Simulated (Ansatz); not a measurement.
A cut through the energy surface

H3O (SMILES [OH3+]) (charge +1), closed shell, at its PBE0-D4/def2-TZVP minimum:

```json
{"atom": "O1", "x (Å)": "0.1812", "y (Å)": "-0.0565", "z (Å)": "-0.0525"}
{"atom": "H2", "x (Å)": "0.2193", "y (Å)": "0.9186", "z (Å)": "0.0150"}
{"atom": "H3", "x (Å)": "-0.4087", "y (Å)": "-0.3684", "z (Å)": "-0.7677"}
{"atom": "H4", "x (Å)": "0.0081", "y (Å)": "-0.4937", "z (Å)": "0.8053"}
```

The bond length O1–H4 (0.978 Å at the minimum) is set to the values below, with the rest relaxed at PBE0-D4/def2-TZVP at each step. Each method's energies count from its own value at the PBE0-D4 minimum structure. Computed with Ansatz 0.2.0 (basis: def2-TZVPP); correlated methods freeze the cores. B3LYP uses VWN-RPA correlation.

CCSD(T) energies along the scan:
```tsv
bond length (Å)	CCSD(T) (kJ/mol)
0.880	26.6
0.900	15.9
0.929	5.7
0.962	0.5
1.000	1.1
1.040	7.7
1.082	19.5
1.127	36.1
1.174	56.6
```
They count from the CCSD(T) energy at the PBE0-D4 minimum.

Minimum and curvature along this coordinate at CCSD(T): A fifth-order fit through the nearest points gives 0.977 Å, with a curvature of about 46 eV/Å².

Largest difference from the CCSD(T) curve over the scan: B3LYP-D4 2.2; wB97M-V 0.6; HF 17.4; MP2 0.1 kJ/mol. Each curve counts from its own value at the minimum.

The T1 diagnostic stays at or below 0.008.

For scale, one of the runs: CCSD(T)/def2-TZVPP, 73 basis functions (an equivalent command: `ansatz run in.yaml --threads 2`). Hardware: 2 CPU threads, shared host. Wall time about 0.45 s.
